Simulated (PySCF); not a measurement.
Species: SiO.
SMILES with atom numbers: `[O+:1]#[Si-:2]`

The same species was optimised twice, with GFN2-xTB and with PBE0-D3(BJ)/def2-SVP (PySCF), and the same property calculations (PySCF, gas phase) were run on both structures.

| coordinate | GFN2-xTB | PBE0-D3(BJ)/def2-SVP | change |
| --- | --- | --- | --- |
| O1≡Si2 (Å) | 1.509 | 1.523 | +0.014 |

Rotational constants: B = 21820 MHz (linear) (GFN2-xTB) against B = 21402 MHz (linear) (PBE0-D3(BJ)/def2-SVP). Point groups within 0.08 Å: C∞v and C∞v.

On the GFN2-xTB structure: HOMO (eV) -8.78 [PBE0/pcSseg-1]; LUMO (eV) -1.81 [PBE0/pcSseg-1]; dipole (D) 2.86 [PBE0/pcSseg-1]; GIAO shielding of O1 (ppm) -268.7 [PBE0/pcSseg-1]; GIAO shielding of Si2 (ppm) 231.4 [PBE0/pcSseg-1].

Problem. What do these properties become on the PBE0-D3(BJ)/def2-SVP structure?

Solution. 
```json
{"property": "HOMO (eV)", "level": "PBE0/pcSseg-1", "on GFN2-xTB": "-8.78", "on PBE0-D3(BJ)/def2-SVP": "-8.79", "change": "-0.01"}
{"property": "LUMO (eV)", "level": "PBE0/pcSseg-1", "on GFN2-xTB": "-1.81", "on PBE0-D3(BJ)/def2-SVP": "-1.86", "change": "-0.05"}
{"property": "dipole (D)", "level": "PBE0/pcSseg-1", "on GFN2-xTB": "2.86", "on PBE0-D3(BJ)/def2-SVP": "2.91", "change": "+0.05"}
{"property": "energy, GFN2-xTB geometry as zero (kcal/mol)", "level": "PBE0/pcSseg-1", "on GFN2-xTB": "0.0", "on PBE0-D3(BJ)/def2-SVP": "0.0", "change": "0.0"}
{"property": "GIAO shielding of O1 (ppm)", "level": "PBE0/pcSseg-1", "on GFN2-xTB": "-268.7", "on PBE0-D3(BJ)/def2-SVP": "-285.6", "change": "-16.9"}
{"property": "GIAO shielding of Si2 (ppm)", "level": "PBE0/pcSseg-1", "on GFN2-xTB": "231.4", "on PBE0-D3(BJ)/def2-SVP": "223.7", "change": "-7.7"}
```

The heavy atoms differ by 0.007 Å rms after alignment. Among all bonds O1≡Si2 changes most (+0.014 Å). Changes are differences of the printed values. Neither structure is proved a minimum here.
